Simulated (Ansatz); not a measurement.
Relaxed structures of Al₂SiH₆, singlet (PBE0-D4/def2-TZVP; forces vanish, vibrations not checked; lower isomers may exist, and structures with a doubtful reference or unclear bonds are left out; Å). Program: Ansatz 0.2.0. Basis: def2-TZVPP. Cores are frozen in the correlated methods.

(1) Rank them by CCSD(T) energy, lowest first, and give each one's height above the lowest. Links in brackets join atoms within 1.22 times the sum of their covalent radii (1.1 for two metals). (To be estimated.)
A.
Al₂SiH₆ ([H]1[AlH]23[H][AlH]12[SiH2]3)
```
9
angstrom
Al -1.6631 0.2215 -0.8801
Al 0.2284 1.3234 0.2927
Si 0.0820 -1.0904 0.1673
H -3.0025 0.4204 -1.6965
H -0.3598 1.3148 -1.3798
H 0.8958 2.6915 0.7207
H -1.5283 1.2887 0.5292
H 1.0459 -1.8385 -0.6843
H -0.2246 -1.8717 1.3959
```
B.
Al₂SiH₆ ([AlH2][AlH][SiH3])
```
9
angstrom
Al -1.5683 1.2614 -1.4592
Al 0.1728 0.8766 0.4137
Si 1.1163 -1.3543 0.8746
H -3.1342 1.1125 -1.1941
H -1.1295 1.6308 -2.9473
H 0.6588 2.0718 1.3551
H 2.4656 -1.3281 1.5079
H 1.2154 -2.1889 -0.3584
H 0.2031 -2.0818 1.8078
```
C.
Al₂SiH₆ ([AlH2][SiH2][AlH2])
```
9
angstrom
Al -1.2711 1.0386 -1.2530
Al 1.4381 -1.4222 0.4456
Si -0.1927 0.3545 0.8284
H -2.5829 0.2975 -1.7577
H -0.6257 2.1753 -2.1563
H 0.4925 1.5327 1.4416
H 2.9438 -1.0651 0.0851
H 0.9882 -2.9458 0.4770
H -1.2313 -0.1255 1.7901
```

No T1 diagnostic of these runs exceeds 0.015.

## Answers

(1) The calculation gives: A (0.00 kcal/mol), C (12.31 kcal/mol), B (15.17 kcal/mol). Heights count from the lowest.

For scale, one of the runs: CCSD(T)/def2-TZVPP, 210 basis functions, launched by `ansatz run in.yaml --threads 2 --pin off --events-out ev --progress --plain --max-ram 4352MiB`. The run took 45 s on 2 CPU threads of an Arm Neoverse V1 (shared host), with 2.4 GiB of host memory at its peak.
